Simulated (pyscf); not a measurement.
Thermochemistry of product channels of HO–In (SMILES [OH][In]) [singlet] + HCl (SMILES Cl) on the singlet surface, in kJ/mol, from ωB97M-D3(BJ)/def2-TZVP energies (ideal gas, 1 atm, RRHO with modes under 100 cm⁻¹ raised to 100, one conformer, R ln 2 for rigid chiral ones). Optimised with ωB97X-D3(BJ)/def2-SVP in PySCF.

```csv
products,ΔE,ΔH(298 K),ΔG(900 K),ΔG(1200 K)
HO–InH–Cl (SMILES [OH][InH][Cl]),-56.6,-54.6,+60.1,+96.0
O=In–Cl (SMILES [O]=[In][Cl]) + H₂ (SMILES [H][H]),…,+187.7,+214.7,+221.1
```

Fill in the missing entries.


- O=In–Cl (SMILES [O]=[In][Cl]) + H₂ (SMILES [H][H]), ΔE: +198.0

The channel to HO–InH–Cl turns unfavourable between 298 and 1200 K (ΔG from -15.9 kJ/mol to +96.0 kJ/mol).

These are energies of the channels, which say nothing of barriers. Elements past Kr carry the def2 core potentials, without spin-orbit coupling.
